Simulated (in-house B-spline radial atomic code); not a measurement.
Ar. Computed with a B-spline radial atomic code. Model: all-electron spherical atom, spin shells full or empty, radial basis limit, no spin-orbit coupling, Breit or QED, empty-state partial waves extrapolated as (l+1/2)^-4, RPA, G0W0 and static COHSEX of the highest shell as one setting changes (uncorrelated shells keep exact exchange).

Given: element Ar; charge 0; filled core Ne; hamiltonian non-relativistic; mean-field start PBE0; highest l of empty states 9; highest mean-field shell 3p.

Shell: 3s 1 1, 3p 3 3 (electrons up and down).

```
lowest nl shells left uncorrelated  RPA correlation energy (hartree)  G0W0 level (eV)  G0W0 minus most complete (meV)  COHSEX level (eV)  linearised minus solved G0W0 (meV)
                                 0                           -1.0653          -15.755                               0            -18.675                               -39.5
                                 1                          -0.93511          -15.749                             5.4            -18.672                               -39.4
                                 2                                 ?                ?                               ?                  ?                                   ?
                                 3                                 ?                ?                               ?                  ?                                   ?
                                 4                          -0.27042          -16.118                          -363.5            -18.832                               -47.7
```

(1) What follows for lowest nl shells left uncorrelated = 2?

(2) What follows for lowest nl shells left uncorrelated = 3?

## Answers

(1) RPA correlation energy -0.78579 hartree; G0W0 level -15.739 eV; G0W0 minus most complete 16 meV; COHSEX level -18.654 eV; linearised minus solved G0W0 -39.1 meV.

(2) RPA correlation energy -0.39823 hartree; G0W0 level -15.645 eV; G0W0 minus most complete 110.2 meV; COHSEX level -18.456 eV; linearised minus solved G0W0 -37 meV.
